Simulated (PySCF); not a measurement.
B3LYP has the VWN-RPA correlation part, as in Gaussian. Excitations are Tamm–Dancoff values on a coarser integration grid. The basis has no diffuse functions, so Rydberg states are missing or too high.

Species: CF$_{4}$, SMILES `FC(F)(F)F` (charge 0, multiplicity 1).

**Question.** Estimate the HOMO, T1 excitation (TDA) and S1–T1 gap (TDA) that PySCF with B3LYP-D3(BJ)/def2-TZVP returns for this input.

**Answer.** 
| Item | Value |
|---|---|
| HOMO | -12.31 eV |
| T1 excitation (TDA) | 12.69 eV |
| S1–T1 gap (TDA) | 0.45 eV |
